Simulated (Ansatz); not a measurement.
# C5H9N: ionisation energy by level of theory

The task here is to estimate one member of a computed series from the others.

Program: Ansatz 0.2.0, Gaussian basis. Level of theory: unrestricted cation, the program's frozen cores in correlated methods. These are calculated values, not measurements.

Plan: UKS PBE-D4/def2-TZVPP; UKS r2SCAN-D4/def2-TZVPP; UKS PBE0-D4/def2-TZVPP; UKS B3LYP-D4/def2-TZVPP; UKS wB97X-V/def2-TZVPP; UKS wB97M-V/def2-TZVPP; UKS B2PLYP/def2-TZVPP; UHF-CCSD(T)/def2-TZVPP; UHF-MP2/def2-QZVPP; extrapolation to the limit; then −ε(HOMO) from the neutral's earlier runs with LDA (SPW92), PBE-D4, revPBE-D4, BLYP-D4, r2SCAN-D4, B97M-V, PBE0-D4, B3LYP-D4, r2SCANh-D4, r2SCAN0-D4, HSE06-D4, BHLYP-D4, CAM-B3LYP-D4, LC-ωPBE, ωB97X-V, ωB97M-V.

## Structure used throughout

All runs share one geometry, relaxed beforehand with PBE0-D4 in a triple-zeta def2 set.

SMILES `CCCCC#N`, 15 atoms, charge 0, spin multiplicity 1.

Atoms are counted from 1 here; the program's logs count them from 0.

Bond lengths: C1–C2 1.518 Å, C1–H7 1.092 Å, C1–H8 1.093 Å, C1–H9 1.094 Å, C2–C3 1.519 Å, C2–H10 1.095 Å, C2–H11 1.096 Å, C3–C4 1.529 Å, C3–H12 1.095 Å, C3–H13 1.095 Å, C4–C5 1.455 Å, C4–H14 1.095 Å, C4–H15 1.094 Å, C5–N6 1.150 Å. Angles: C2–C1–H7 111.3°, C2–C1–H8 111.1°, C2–C1–H9 111.3°, H7–C1–H8 107.6°, H7–C1–H9 107.7°, H8–C1–H9 107.6°, C1–C2–C3 112.5°, C1–C2–H10 109.8°, C1–C2–H11 109.8°, C3–C2–H10 109.2°, C3–C2–H11 109.2°, H10–C2–H11 106.2°, C2–C3–C4 113.4°, C2–C3–H12 109.9°, C2–C3–H13 109.8°, C4–C3–H12 107.8°, C4–C3–H13 109.1°, H12–C3–H13 106.6° and more.

Set-up of the first run:

The input, in.yaml:

```yaml
crystal:
  periodic: [false, false, false]
  atoms:
    - {symbol: C, position_ang: [-1.124967, 1.203051, -1.342418]}
    - {symbol: C, position_ang: [-0.762750, 0.355042, -0.136347]}
    - {symbol: C, position_ang: [0.541356, -0.399801, -0.328199]}
    - {symbol: C, position_ang: [0.929524, -1.258292, 0.876432]}
    - {symbol: C, position_ang: [1.161560, -0.465309, 2.073935]}
    - {symbol: N, position_ang: [1.343474, 0.180511, 3.007572]}
    - {symbol: H, position_ang: [-2.066059, 1.734045, -1.186396]}
    - {symbol: H, position_ang: [-0.352370, 1.949969, -1.543954]}
    - {symbol: H, position_ang: [-1.234259, 0.589431, -2.241096]}
    - {symbol: H, position_ang: [-0.684908, 0.989413, 0.752769]}
    - {symbol: H, position_ang: [-1.566791, -0.361504, 0.068323]}
    - {symbol: H, position_ang: [0.464953, -1.059941, -1.198079]}
    - {symbol: H, position_ang: [1.350888, 0.305719, -0.540073]}
    - {symbol: H, position_ang: [0.140143, -1.983440, 1.098487]}
    - {symbol: H, position_ang: [1.838406, -1.829693, 0.668443]}
basis:
  gaussian: {orbitals: def2-TZVPP}
total_charge: 1
magnetization: {spin_polarized: true, initial_magnetization: 1}
hamiltonian: {xc: pbe, dispersion: d4}
```

The run is started by

```bash
ansatz run in.yaml --threads 2 --pin off --events-out ev --progress --plain --max-ram 22528MiB --backend cuda --devices 0, --max-vram 18GiB
```

Steps of the session up to this table: Cation, UKS PBE-D4/def2-TZVPP; Cation, UKS r2SCAN-D4/def2-TZVPP; Cation, UKS PBE0-D4/def2-TZVPP; Cation, UKS B3LYP-D4/def2-TZVPP; Cation, UKS wB97X-V/def2-TZVPP; Cation, UKS wB97M-V/def2-TZVPP; Cation, UKS B2PLYP (frozen core)/def2-TZVPP; Cation, UHF-CCSD(T)/def2-TZVPP; Cation, UHF-MP2/def2-QZVPP.

One table of the session follows, with a row left open; its other results are not shown here.

For comparison, −ε(HOMO) of the neutral from earlier runs:

```
  functional  −ε(HOMO) (eV)
 LDA (SPW92)           7.95
      PBE-D4           7.81
   revPBE-D4           7.74
     BLYP-D4           7.68
   r2SCAN-D4           8.07
      B97M-V           8.11
     PBE0-D4              ?
    B3LYP-D4           8.93
  r2SCANh-D4           8.58
  r2SCAN0-D4           9.34
    HSE06-D4           8.75
    BHLYP-D4          10.39
CAM-B3LYP-D4          10.58
     LC-ωPBE          11.99
     ωB97X-V          11.59
     ωB97M-V          11.46
```

Q: Estimate the row for PBE0-D4 from the others.

As computed: −ε(HOMO) (eV): 9.16. In the column «−ε(HOMO) (eV)» it lies between B3LYP-D4 (8.93) and r2SCAN0-D4 (9.34).

To keep in mind: The cation may have settled in a state other than its lowest; no search over hole states beyond the program's own was made.
